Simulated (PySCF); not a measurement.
Energy landscape of H3, doublet: collinear H-H-H surface. Scanned: first H-H distance and second H-H distance.

Cartesian coordinates as functions of the variables (Å; names that start with a are angles):
```
H  0  0  -r1
H  0  0  0
H  0  0  r2
```

Level of theory: unrestricted B3LYP/6-31G*, spherical d (PySCF 2.14.0).

Energy in kJ/mol above the lowest grid point; x is the first H-H distance (Å), y the second H-H distance (Å).

```
y \ x   0.63   0.68   0.74   0.80   0.87   0.94  1.02   1.11   1.22   1.37   1.55   1.81   2.15
-----  -----  -----  -----  -----  -----  -----  ----  -----  -----  -----  -----  -----  -----
2.15    30.0    8.5    0.0    4.7   21.1   45.0  77.7  117.9  168.3  234.5  301.9  365.1  404.2
1.81    34.0   11.9    2.6    6.3   21.6   44.3  75.5  113.6  160.9  221.0  278.8  332.0  365.1
1.55    41.5   18.0    7.1    9.1   22.1   42.3  70.2  104.2  145.1  194.6  239.6  278.8  301.9
1.37    50.5   25.3   12.0   11.6   21.5   38.2  61.7   90.0  123.4  161.8  194.6  221.0  234.5
1.22    61.9   34.2   17.9   14.1   19.7   31.9  49.7   71.3   96.0  123.4  145.1  160.9  168.3
1.11    73.8   43.6   24.0   16.8   18.1   25.7  38.2   53.6   71.3   90.0  104.2  113.6  117.9
1.02    87.4   54.5   31.5   20.6   17.7   20.9  28.3   38.2   49.7   61.7   70.2   75.5   77.7
0.94   103.9   68.1   41.5   26.9   19.5   18.3  20.9   25.7   31.9   38.2   42.3   44.3   45.0
0.87   123.8   85.0   54.8   36.5   24.8   19.5  17.7   18.1   19.7   21.5   22.1   21.6   21.1
0.80   151.2  109.2   74.9   52.6   36.5   26.9  20.6   16.8   14.1   11.6    9.1    6.3    4.7
0.74   183.9  138.7  100.8   74.9   54.8   41.5  31.5   24.0   17.9   12.0    7.1    2.6    0.0
0.68   228.9  180.5  138.7  109.2   85.0   68.1  54.5   43.6   34.2   25.3   18.0   11.9    8.5
0.63   280.2  228.9  183.9  151.2  123.8  103.9  87.4   73.8   61.9   50.5   41.5   34.0   30.0
```

Points that lie below all their neighbours on the grid: x = 0.74, y = 2.15 on the edge of the grid (0.0 kJ/mol); x = 2.15, y = 0.74 on the edge of the grid (0.0 kJ/mol). The lowest path on the grid from the first to the second passes x = 0.94, y = 0.94 at 18.3 kJ/mol.
